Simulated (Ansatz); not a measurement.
Gallium, alpha-Ga (Cmce): convergence with Gaussian smearing

Computed with Ansatz, LDA, scalar-relativistic PAW, on the relaxed cell (a = 4.436 Å, b = 7.484 Å, c = 4.425 Å; spin not included). Errors count from a run at 420 eV on a Γ-centred 11×11×10 mesh with Fermi-Dirac smearing of 0.1 eV, extrapolated to zero width. Fixed here: cutoff 420 eV, mesh 8×8×7. The SCF starts from atomic densities corrected by a trained network.

| width (eV) | E(σ→0) error (meV/atom) | F error (meV/atom) | P (GPa) | SCF iterations |
| --- | --- | --- | --- | --- |
| 0.01 | 2.4 | 2.4 | -0.03 | 7 |
| 0.03 | 2.4 | 2.3 | -0.04 | 7 |
| 0.1 | 2.3 | 1.7 | -0.04 | 7 |
| 0.2 | 2.3 | 0.0 | -0.02 | 7 |
| 0.3 | 2.3 | -2.8 | 0.01 | 7 |
| 0.6 | 3.5 | -18.7 | 0.23 | 7 |
| 1.0 | 11.7 | -62.6 | 0.89 | 7 |
